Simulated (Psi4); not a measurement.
# C2H3F (SMILES C=CF): DSD-PBEP86/def2-TZVP (density fitting for correlation)

What is the vertical singlet–triplet gap of C2H3F at DSD-PBEP86/def2-TZVP (density fitting for correlation)? 

Program for the calculation: Psi4 1.11.

4 further runs of the same task are left out: 2 that didn't finish, 2 set aside as unsound or not needed.

## (1) The molecule

C2H3F: 6 atoms, total charge 0, spin state singlet. As SMILES, `C=CF`. The shape is that of a PBE0-D4/def2-TZVP optimisation.

Bond lengths: C1–C2 1.316 Å, C2–F3 1.336 Å, C1–H4 1.082 Å, C1–H5 1.081 Å, C2–H6 1.084 Å. Angles: C1–C2–F3 122.3°, C1–C2–H6 125.7°, F3–C2–H6 112.0°, C2–C1–H4 121.6°, C2–C1–H5 119.2°, H4–C1–H5 119.2°.

## (2) A single-point energy at DSD-PBEP86/def2-TZVP (density fitting for correlation)

Input file run.py:

```python
import psi4

psi4.set_memory(1600000000)
psi4.set_num_threads(1)
psi4.set_output_file('output.dat', False)

molecule = psi4.geometry("""
0 1
C
C 1 1.316471
F 2 1.336209 1 122.33772
H 1 1.082293 2 121.56065 3 0.00027
H 1 1.080935 4 119.1985 2 -179.996
H 2 1.084335 1 125.68503 5 0.00785
symmetry c1
""")

psi4.set_options({
    'basis': 'def2-TZVP',
    'puream': True,
    'e_convergence': 1e-09,
    'd_convergence': 1e-08,
    'scf_type': 'pk',
    'dft_radial_points': 99,
    'dft_spherical_points': 590,
    'num_frozen_docc': 3,
})

e, wfn = psi4.energy('DSD-PBEP86', molecule=molecule, return_wfn=True)
print('E =', round(e, 9))
```

The run is started by

```bash
$ python run.py
```

output.dat, cut to the lines that bear on the results:

```text
[...]
  Running in c1 symmetry.
[...]
  Nuclear repulsion =   67.793301165398759
[...]
  Multiplicity = 1
[...]
  Nalpha       = 12
  Nbeta        = 12
[...]
    Number of basis functions: 111
[...]
   @RKS iter   1:  -177.23001291390307   -5.65996e-01   3.91586e-03 DIIS/ADIIS
[...]
   @RKS iter  11:  -177.32162589157630   -7.67386e-12   5.23379e-09 DIIS
[...]
    Orbital Energies [Eh]
    ---------------------
    Doubly Occupied:
       1A    -25.744174     2A    -10.950286     3A    -10.860520
       4A     -1.495012     5A     -0.962355     6A     -0.764608
       7A     -0.672097     8A     -0.620990     9A     -0.617400
      10A     -0.529915    11A     -0.501261    12A     -0.352510
[...]
  @RKS Final Energy:  -177.32162589157630
   => Energetics <=
    Nuclear Repulsion Energy =             67.7933011653987592
    One-Electron Energy =                -377.5293195311763839
    Two-Electron Energy =                 138.7924326865519618
    DFT Exchange-Correlation Energy =      -6.3780402123506281
    Empirical Dispersion Energy =           0.0000000000000000
    VV10 Nonlocal Energy =                  0.0000000000000000
    Total Energy =                       -177.3216258915763035
[...]
 Multipole Moments:
 ------------------------------------------------------------------------------------
     Multipole            Electronic (a.u.)      Nuclear  (a.u.)        Total (a.u.)
 ------------------------------------------------------------------------------------
 L = 1.  Multiply by 2.5417464519 to convert [e a0] to [Debye]
 Dipole X            :          0.0001376           -0.0002186           -0.0000810
 Dipole Y            :         -2.2219967            2.7445386            0.5225419
 Dipole Z            :          3.0805171           -3.3588691           -0.2783520
 Magnitude           :                                                    0.5920556
[...]
```

On the terminal:

```text
E = -177.617913047
```

Wall time 18 s (1 thread of Intel Xeon Platinum 8375C at 2.90GHz (Ice Lake), shared host); peak memory 0.62 GiB.

## (3) The triplet, same level

Input file job.inp:

```
memory 1600 MB

molecule geom {
  0 3
  C     -1.01327115     0.14437508    -0.83677073
  C      0.92596580    -0.03080254     0.71167086
  F      1.82585338    -2.25330943     1.50327713
  H     -1.97268510    -1.51801700    -1.54315035
  H     -1.66333693     1.99196031    -1.41672768
  H      1.97684250     1.54466213     1.49420645
  units au
  symmetry c1
}

set globals {
  reference uks
  puream true
  e_convergence 1e-09
  d_convergence 1e-08
  scf_type pk
  dft_radial_points 99
  dft_spherical_points 590
  num_frozen_docc 3
  maxiter 100
}

e = energy("dsd-pbep86/def2-TZVP")
print_variables()
```

The run is started by

```bash
$ psi4 -i job.inp -o job.out -n 1
```

job.out, cut to the lines that bear on the results:

```text
[...]
  Running in c1 symmetry.
[...]
  Nuclear repulsion =   67.793297876399720
[...]
  Multiplicity = 3
[...]
  Nalpha       = 13
  Nbeta        = 11
[...]
    Number of basis functions: 111
[...]
   @UKS iter   1:  -177.09133406490758   -4.27317e-01   3.42613e-03 ADIIS/DIIS
[...]
   @UKS iter  13:  -177.17485379621726   -1.04308e-11   6.56985e-09 DIIS
[...]
   @S^2 Observed:                2.015481518E+00
[...]
    Orbital Energies [Eh]
    ---------------------
    Alpha Occupied:
       1A    -25.746132     2A    -10.925908     3A    -10.872384
       4A     -1.497690     5A     -1.010419     6A     -0.781947
       7A     -0.674291     8A     -0.649500     9A     -0.633353
      10A     -0.540543    11A     -0.502959    12A     -0.466559
      13A     -0.201695
    Alpha Virtual:
      14A      0.133409    15A      0.146764    16A      0.173157
      17A      0.187554    18A      0.250907    19A      0.259320
      20A      0.265715    21A      0.339077    22A      0.365089
      23A      0.369410    24A      0.435002    25A      0.477231
[...]
  @UKS Final Energy:  -177.17485379621726
   => Energetics <=
    Nuclear Repulsion Energy =             67.7932978763997198
    One-Electron Energy =                -377.3420310314714357
    Two-Electron Energy =                 138.7691930229085528
    DFT Exchange-Correlation Energy =      -6.3953136640541119
    Empirical Dispersion Energy =           0.0000000000000000
    VV10 Nonlocal Energy =                  0.0000000000000000
    Total Energy =                       -177.1748537962172634
[...]
 Multipole Moments:
 ------------------------------------------------------------------------------------
     Multipole            Electronic (a.u.)      Nuclear  (a.u.)        Total (a.u.)
 ------------------------------------------------------------------------------------
 L = 1.  Multiply by 2.5417464519 to convert [e a0] to [Debye]
 Dipole X            :          2.1664061           -2.4216048           -0.2551987
 Dipole Y            :         -2.4524058            2.9732680            0.5208623
 Dipole Z            :          1.8066687           -2.0273148           -0.2206461
 Magnitude           :                                                    0.6205711
[...]
```

It took 28 s on 1 thread of Intel Xeon Platinum 8375C at 2.90GHz (Ice Lake), shared host; peak memory 0.63 GiB.

## (4) Results

At DSD-PBEP86/def2-TZVP (density fitting for correlation), 3 core orbitals frozen:

| quantity | value |
| --- | --- |
| singlet: total energy | -177.61791 Eh |
| singlet: HOMO energy (SCF part's orbitals) | -9.59 eV |
| singlet: LUMO energy (SCF part's orbitals) | 2.60 eV |
| singlet: HOMO–LUMO gap (SCF part's orbitals) | 12.19 eV |
| triplet: total energy | -177.44652 Eh |
| triplet: HOMO energy (SCF part's orbitals) (highest over α and β) | -5.49 eV |
| triplet: LUMO energy (SCF part's orbitals) (lowest over α and β) | -1.09 eV |
| triplet: ⟨S²⟩ | 2.015 |
| vertical energy of the triplet above the singlet | 4.664 eV |

**Reading.** At this shape the triplet lies 4.66 eV (108 kcal/mol) above the singlet.
